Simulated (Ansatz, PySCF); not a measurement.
Molecule: disilane, Si2H6, charge 0, multiplicity 1. 
Geometry from a B3LYP-D3(BJ)/def2-TZVP (Ansatz, a quantum-chemistry and plane-wave program) optimisation:
```xyz
8

Si     0.0002    -0.0110     1.1721
Si    -0.0002     0.0110    -1.1721
H     -0.0004     1.3752     1.6997
H     -1.2040    -0.7120     1.6803
H      1.2055    -0.7108     1.6798
H      0.0004    -1.3752    -1.6997
H     -1.2055     0.7108    -1.6798
H      1.2040     0.7120    -1.6803
```

PBE beside other levels, property by property. Correlated levels leave the core frozen unless marked. UHF or UKS for open shells. No spin-orbit coupling. No relativistic terms. Basis-set limits of correlation are two-point, X^-3; Hartree-Fock from the larger set. The bracket is a focal-point correction in the basis named. Rows marked 298 K are enthalpies with B3LYP-D3(BJ) harmonic zero-point and thermal terms from PySCF. Enthalpies of formation rest on the atoms' values in the G2/97 table (older ones for B and Si), with no core term in the frozen-core levels. The coupled-cluster column (Ansatz) is a level with limits of its own: RI-MP2/CBS(def2-TZVPPD,def2-QZVPPD)+[CCSD(T)-MP2]/def2-TZVPPD.

```
property                                                                              SVWN5/def2-TZVPD (Ansatz)  r2SCAN-D4/def2-TZVPD (Ansatz + dftd4)  PBE0/def2-TZVPD (Ansatz)  coupled cluster  measured
------------------------------------------------------------------------------------  -------------------------  -------------------------------------  ------------------------  ---------------  --------
enthalpy of formation at 298 K by atomisation (kcal/mol)                                                  -29.6                                   16.7                      26.9             13.2      19.1
Si-Si bond dissociation enthalpy, 298 K, to [SiH3] (SiH3) + [SiH3] (SiH3) (kcal/mol)                       83.3                                   70.8                      72.9             76.9         -
H-Si bond dissociation enthalpy, 298 K, to [SiH2][SiH3] + H atom (kcal/mol)                                92.9                                   84.3                      84.2             89.5         -
```

Measured values: G2/97 table in ASE (Curtiss et al.); they hold spin-orbit effects, which all levels lack, and core correlation, which the frozen-core levels lack. This is an older compilation, not checked against later work.

Task: What does PBE/def2-TZVPD (Ansatz) give for each property, and on which side of the measured value, or else of coupled cluster, does it fall?

Result: 
- enthalpy of formation at 298 K by atomisation: PBE lies 10.4 kcal/mol above the measured value; PBE gives 29.5 kcal/mol.
- Si-Si bond dissociation enthalpy, 298 K, to [SiH3] (SiH3) + [SiH3] (SiH3): PBE lies 4.5 kcal/mol below coupled cluster; PBE gives 72.4 kcal/mol.
- H-Si bond dissociation enthalpy, 298 K, to [SiH2][SiH3] + H atom: PBE lies 6.1 kcal/mol below coupled cluster; PBE gives 83.4 kcal/mol.
